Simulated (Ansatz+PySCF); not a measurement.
The numbers below are computed, except where a source is named.
Input for PySCF 2.14.0:

```python
from pyscf import gto, scf, mp

mol = gto.M(atom="""
C 0.000000 0.000000 -0.800580
N 0.000000 0.000000 -2.019170
C 0.000000 0.000000 0.577730
H 0.000000 -0.935220 1.121010
H 0.000000 0.935220 1.121010
""", basis='cc-pvtz', charge=0, spin=1)
mf = scf.UHF(mol)
mf.kernel()
pt = mp.MP2(mf, frozen=3).run()
print(mf.e_tot, pt.e_corr, pt.e_tot)
```

The script is written out from the run's settings.

Results

| Quantity | Value |
| --- | --- |
| Converged | yes |
| Reference energy | -131.34569 hartree |
| Correlation energy | -0.44992 hartree |
| Total energy | -131.79561 hartree |
| Spin squared of the determinant | 1.071 |

Caution: the unrestricted determinant is spin contaminated.
